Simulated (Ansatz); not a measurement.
CH₃SH and `[SiH3]CS` differ in one atom or group.

Ansatz, PBE0-D4/def2-TZVP geometries, multiplicity 1. Each molecule was computed in one conformer, which needn't be the lowest.

| property | CH₃SH |
| --- | --- |
| LUMO energy (ωB97M-V/def2-TZVPP) / eV | 2.25 |
| HOMO–LUMO gap (ωB97M-V/def2-TZVPP) / eV | 11.27 |
| HOMO energy (ωB97M-V/def2-TZVPP) / eV | -9.02 |
| size of the dipole moment (B3LYP/def2-TZVPP) / D | 1.52 |
| ideal-gas entropy at 298 K and 1 bar (rigid rotor, harmonic PBE0-D4/def2-TZVP) / J/(mol·K) | 253 |
| size of the dipole moment (PBE/def2-TZVPP) / D | 1.53 |

(1) Give the same properties after the change, and the shifts. (Estimate.)

Answers

(1) Ansatz gave: 
```csv
property,`[SiH3]CS`,shift
LUMO energy (ωB97M-V/def2-TZVPP) / eV,1.70,-0.55
HOMO–LUMO gap (ωB97M-V/def2-TZVPP) / eV,10.76,-0.51
HOMO energy (ωB97M-V/def2-TZVPP) / eV,-9.06,-0.04
size of the dipole moment (B3LYP/def2-TZVPP) / D,1.10,-0.42
"ideal-gas entropy at 298 K and 1 bar (rigid rotor, harmonic PBE0-D4/def2-TZVP) / J/(mol·K)",307,54
size of the dipole moment (PBE/def2-TZVPP) / D,1.06,-0.47
```

With PBE0 the HOMO falls by 0.07 eV and the LUMO falls by 0.51 eV, so the gap narrows by about 0.44 eV. PBE moves the HOMO by -0.11 eV and ωB97M-V by -0.04 eV. The zero-point energy changes by 40.1 kJ/mol with +9 modes. Dipoles are sizes alone; their direction can turn.

B3LYP here is the variant with VWN-RPA as its local correlation; programs differ in this.
